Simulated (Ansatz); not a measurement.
Consider the substitution at a C–C bond: `CCCCCO` + H–F → `CCCCF` + CH₃OH.

Gas-phase electronic energies from Ansatz, PBE0-D4/def2-TZVP geometries. CBS: MP2 limit from def2 TZ/QZ plus the TZ coupled-cluster correction, frozen cores. This one scheme is used for every species. DFT in def2-TZVPP. Each species was taken in one conformer, which may not be the lowest.

```csv
level,ΔE (eV)
BLYP-D4,0.35
r2SCANh-D4,0.42
r2SCAN0-D4,0.44
MP2/def2-QZVPP,0.63
```

(1) What does CCSD(T)/CBS give? (An estimate is asked.)

Largest T1 diagnostic among the species: 0.009.

## Answers

(1) The calculation gave: +0.54 eV. The listed levels differ from it by -0.19, -0.12, -0.10, 0.09 eV.

Leaving LDA and LC-ωPBE aside and taking each functional with its dispersion term where it has one, the values, not all of them listed here, spread over 0.16 eV, from BLYP-D4 to PBE-QIDH. LDA lies +0.15 eV from PBE without D4. From PBE to PBE0 (25 % exact exchange), in def2-TZVPP and without D4, ΔE moves by +0.04 eV. At CCSD(T), def2-SVP lies −0.11 eV from the extrapolated value and def2-TZVPP −0.03 eV.
